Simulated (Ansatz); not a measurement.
fcc Sr, treated with PBE (PAW; Ansatz, an electronic-structure program).

Settings: plane-wave cutoff 520 eV, 16×16×16 k mesh, Fermi–Dirac smearing 0.05 eV, scalar-relativistic PAW data made under PBE.

A third-order Birch–Murnaghan fit to the energies gives V0 = 54.810 Å³/atom, B0 = 11.6 GPa, B′ = 3.4.

```tsv
V (Å³/atom)	P (GPa)
51.510	?
52.606	0.510
53.702	?
54.798	0.003
55.894	-0.220
56.990	-0.423
58.086	-0.611
```

Task: Estimate the withheld pressures from this fit; the answers are the runs' own values.

Result: 
- 51.510, P (GPa): 0.801
- 53.702, P (GPa): 0.245

The formula P = (3/2) B0 (x^(7/3) − x^(5/3)) [1 + (3/4)(B′ − 4)(x^(2/3) − 1)] with x = V0/V meets the computed pressures within 0.01 GPa when these rounded values are put in.

Measured, for comparison: bulk modulus 12.5 GPa (corrected for temperature and zero-point phonon effects, our sources range from 12.0 to 12.5; as tabulated in Levämäki et al. (2014), arXiv:1402.3671); equilibrium volume per atom 55.22 Å³/atom (low-temperature or extrapolated to 0 K; zero-point anharmonic expansion removed; as tabulated in Csonka et al. (2009), arXiv:0903.4037). Computed (rounded) less measured: bulk modulus -7 % (-3 % to -7 % over the range), equilibrium volume per atom -0.7 %.

The computed numbers hold no vibrational or temperature effects.

The result took roughly 50 core-seconds.
